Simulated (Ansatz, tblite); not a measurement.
# The cluster Na2Se: a ladder of methods and basis sets

How do method and basis change the picture of the cluster Na2Se (singlet)?

The runs use Ansatz 0.2.0, Gaussian basis; as each input shows.

Plan: GFN1-xTB, GFN2-xTB, PBE-D4/def2-TZVP, r2SCAN-D4/def2-TZVP, revPBE-D4/def2-TZVP, HF/def2-TZVP, BLYP-D4/def2-TZVP, B2PLYP/def2-TZVP, LDA/def2-TZVP, PBE-D4/def2-SVP, PBE0-D4/def2-SVP, HF/STO-3G, PBE0-D4/def2-TZVPD, PBE-D4/def2-TZVPD, r2SCAN-D4/def2-TZVPD, CCSD(T)/def2-TZVPP, MP2/def2-TZVP, RPA/def2-TZVP, CCSD(T)/def2-TZVPD.

1 further run of the same task is left out (set aside as unsound or not needed). Runs told in other sessions of the task aren't counted.

## (1) The relaxed structure

The geometry is that of the singlet, from an earlier relaxation (PBE-D4/def2-TZVP). At that level it is the lowest of the isomers that a small search found.

3 atoms, charge 0, spin multiplicity 1.

Bond lengths: Na1–Se3 2.563 Å, Na2–Se3 2.563 Å. Angles: Na1–Se3–Na2 107.7°.

PBE0-D4/def2-TZVP was run before; its log isn't repeated, and its numbers join the tables.

## (2) GFN1-xTB

Tight binding, by tblite at 300 K electronic temperature and without a spin-polarisation term:

```python
tblite.interface.Calculator('GFN1-xTB', numbers, positions, charge=0, uhf=0).singlepoint()
```

Energy -106.4508 eV, HOMO -7.65 eV, LUMO -4.95 eV; 0.003 s.

## (3) GFN2-xTB

Tight binding, by tblite at 300 K electronic temperature and without a spin-polarisation term:

```python
tblite.interface.Calculator('GFN2-xTB', numbers, positions, charge=0, uhf=0).singlepoint()
```

Energy -100.7947 eV, HOMO -9.40 eV, LUMO -8.12 eV; 0.002 s.

## (4) PBE-D4/def2-TZVP

start.molden holds the orbitals of an earlier run on this state, given as this run's starting guess.

Input file in.yaml:

```yaml
crystal:
  periodic: [false, false, false]
  atoms:
    - {symbol: Na, position_ang: [-0.734003, -1.883093, 0.674711]}
    - {symbol: Na, position_ang: [1.341045, 1.653011, 0.095915]}
    - {symbol: Se, position_ang: [-0.607052, 0.230092, -0.770636]}
basis:
  gaussian: {orbitals: def2-TZVP, initial_orbitals: start.molden}
hamiltonian: {xc: pbe, dispersion: d4}
scf: {omitted_lower_state_checks: [starts]}
output: {orbitals: {seedname: orbitals}}
```

Started as:

```console
> ansatz run in.yaml --threads 4 --pin off --events-out ev --progress --plain --max-ram 3916MiB
```

After this run come: r2SCAN-D4/def2-TZVP; revPBE-D4/def2-TZVP; HF/def2-TZVP; BLYP-D4/def2-TZVP; B2PLYP/def2-TZVP; LDA/def2-TZVP; PBE-D4/def2-SVP; PBE0-D4/def2-SVP; HF/STO-3G; PBE0-D4/def2-TZVPD; PBE-D4/def2-TZVPD; r2SCAN-D4/def2-TZVPD; CCSD(T)/def2-TZVPP; MP2/def2-TZVP; RPA/def2-TZVP; CCSD(T)/def2-TZVPD.

Q: Predict the results of all the runs planned. Wanted: gap in def2-TZVP, named functionals and Hartree-Fock, smallest and largest; correlation energy, CCSD(T)/def2-TZVPP; correlation energy, MP2/def2-TZVP; correlation energy, CCSD(T)/def2-TZVPD; PBE0 total energy, smallest basis above largest.

The runs gave:

| quantity | value |
| --- | --- |
| gap in def2-TZVP, named functionals and Hartree-Fock, smallest and largest | 1.19 eV (BLYP-D4), 5.88 eV (HF) |
| correlation energy, CCSD(T)/def2-TZVPP | -17.57 eV |
| correlation energy, MP2/def2-TZVP | -16.77 eV |
| correlation energy, CCSD(T)/def2-TZVPD | -17.65 eV |
| PBE0 total energy, smallest basis above largest | 11.29 eV (def2-SVP, def2-TZVPD) |

**Reading.** Orbital gaps of the named functionals and Hartree-Fock in def2-TZVP span 1.19 eV (BLYP-D4) to 5.88 eV (HF); exact exchange widens it.
